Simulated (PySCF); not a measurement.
**How the method changes the constants of SiN⁺**

State: ³Σ⁻ (triplet), unpaired electrons π ↑↑. Set-up: PySCF, no relativity, basis sets Si def2-SVP, N def2-SVP. De refers to Si⁺ + N in their high-spin ground configurations, without counterpoise correction. The functionals are run spin-unrestricted. A positive dipole points towards N; it is taken about the centre of mass and depends on that origin.

```
      Level  Re (Å)  ωe (cm⁻¹)  De (eV)  μ (D)  CPU s a point (SCF and correlation, without the integrals)
        UHF   1.773        829     0.64  -3.13                                                       0.044
    UHF-MP2   1.789        813     1.79    n/a                                                       0.064
UHF-SCS-MP2   1.793        797     1.78    n/a                                                         n/a
   UHF-CCSD   1.800        777     1.80    n/a                                                         n/a
UHF-CCSD(T)   1.806        763     1.90    n/a                                                        0.52
        PBE   1.831        736     2.94  -2.48                                                        0.31
     PBEsol   1.826        744     3.05  -2.46                                                        0.23
     revPBE   1.837        728     2.76  -2.48                                                        0.23
       BLYP   1.836        723     2.88  -2.52                                                        0.23
     r²SCAN   1.810        762     2.48  -2.59                                                        0.46
       PBE0   1.801        787     2.55  -2.68                                                        0.44
```

(1) Which functional lies closest to UHF-CCSD(T) in De, which farthest, and by how much do they differ from it?

(2) What does a quarter of exact exchange do here, going from PBE to PBE0?

(3) What does second-order correlation do here, going from UHF to UHF-MP2?

Correlated steps freeze 6 core orbitals. Correlated levels converge slowly with the basis: in double zeta they bind strong bonds too weakly, by up to about 1 eV, and carry superposition errors of some tenths. For an ion De counts to the pair picked by the measured ionisation energies or electron affinities, which need not be the lowest pair at this level. The state was picked by a PBE0 search and need not be the measured ground state.

The whole job (state search and all levels along the bond) took about 0.83 min on 1 thread of Arm Neoverse V1 (shared host), peak memory 0.39 GiB.

## Answers

(1) Closest is r²SCAN (+0.4 pm in Re, -0.1 % in ωe, +0.58 eV in De against UHF-CCSD(T) in the same basis), farthest PBEsol (+2.0 pm in Re, -2.5 % in ωe, +1.15 eV in De). CCSD(T) converges more slowly with the basis than the functionals do and binds too weakly in this one, so the order can change at the basis-set limit.

(2) PBE0 less PBE: -3.0 pm in Re, +6.9 % in ωe, -0.39 eV in De. Exact exchange removes part of the self-interaction that spreads semilocal densities, and in most molecules shortens and stiffens the bond and lowers De; so it does here.

(3) UHF-MP2 less UHF: +1.6 pm in Re, -1.9 % in ωe, +1.15 eV in De. Correlation nearly always deepens the well. The bond lengthens, as in strong covalent bonds, where excitations into antibonding orbitals dominate.
